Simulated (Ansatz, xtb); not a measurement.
# Relative energy of two isomers of C4H6O2

Structure X is `C[C@@]1(C=O)CO1`, a singlet and structure Y is `C[C@@H]1O[C@H]1C=O`, a singlet. Both are isolated molecules in the gas phase, relaxed with PBE0-D3(BJ)/def2-SVP; the shapes shown needn't be the lowest conformers.

X (Å):

```csv
atom,x (Å),y (Å),z (Å)
C,-0.4147,0.4469,-1.7616
C,0.2093,-0.1217,-0.5238
C,0.6649,-1.5468,-0.5849
C,0.8928,0.7244,0.4733
O,0.7744,-2.1753,-1.6021
O,-0.3802,0.2031,0.7279
H,-1.3295,-0.1086,-2.0150
H,0.2777,0.3534,-2.6101
H,-0.6731,1.5041,-1.6151
H,0.8952,-1.9838,0.4219
H,1.7122,0.3168,1.0813
H,0.9483,1.8020,0.2711
```

Y (Å):

| atom | x (Å) | y (Å) | z (Å) |
| --- | --- | --- | --- |
| C | -0.1167 | -0.1910 | -2.3869 |
| C | -0.2272 | 0.1347 | -0.9286 |
| C | 0.9509 | 0.0981 | -0.0391 |
| C | 0.7549 | -0.2216 | 1.4016 |
| O | 0.3785 | 1.3162 | -0.4738 |
| O | 1.4546 | -0.9733 | 2.0238 |
| H | -0.3324 | -1.2555 | -2.5631 |
| H | 0.8918 | 0.0343 | -2.7612 |
| H | -0.8403 | 0.4033 | -2.9655 |
| H | -1.2072 | -0.0678 | -0.4689 |
| H | 1.9293 | -0.1702 | -0.4587 |
| H | -0.1257 | 0.3031 | 1.8585 |

Energies in hartree; the thermal terms are from GFN2-xTB frequencies at re-optimised GFN2-xTB minima (ideal gas, soft modes damped towards free rotors, one conformer each, 298.15 K, 1 atm) and include the zero-point energy:

```
                              X           Y
E, CCSD(T)/def2-SVP  −305.380281  −305.378111
    E, MP2/def2-SVP  −305.306774  −305.304358
  E, MP2/def2-TZVPP  −305.878728  −305.877021
  zero-point energy     0.092171     0.092425
       H(298 K) − E     0.099596     0.099753
       G(298 K) − E     0.062015     0.062370
```

Q: Correct the CCSD(T) difference for the basis set by the MP2 change, then work out ΔE, ΔE₀, ΔH and ΔG for X → Y in kcal/mol (1 Eh = 627.51 kcal/mol) and the equilibrium ratio [Y]/[X].

A: 1. Differences Y − X: CCSD(T) +0.002170, MP2 in the small set +0.002416, MP2 in the large set +0.001707 Eh.
2. ΔE = +0.002170 + (+0.001707 − (+0.002416)) = +0.001461 Eh = +0.92 kcal/mol.
3. ΔE₀ = ΔE + ΔZPE = +0.001461 + (+0.000254) Eh = +1.08 kcal/mol.
4. ΔH = ΔE + (+0.000157) Eh = +1.02 kcal/mol.
5. ΔG = ΔE + (+0.000355) Eh = +1.14 kcal/mol, so ΔS = (ΔH − ΔG)/T = −1.7 J/(mol K).
6. kT = 0.9442 mEh, so K = [Y]/[X] = exp(−ΔG/kT) = exp(−1.92) ≈ 0.15.

Structure X is favoured at this temperature. An error of 1 kcal/mol in ΔG would change K by a factor of 5.4. Mirror images and further conformers aren't counted.

As drawn, both hold the same kinds of bond in the same numbers.

Other levels gave ΔE = −0.6 (GFN2-xTB); −0.1 (HF/STO-3G, GFN2-xTB geometries); +1.0 (r2SCAN-D4/def2-SVP, GFN2-xTB geometries); +0.8 (PBE0-D3(BJ)/def2-SVP); +0.4 (HF/def2-SVP); +1.5 (MP2/def2-SVP); +1.4 (CCSD(T)/def2-SVP) kcal/mol. The correlated steps freeze 6 core orbitals. Programs: Ansatz 0.2.0, xtb 6.7.1.
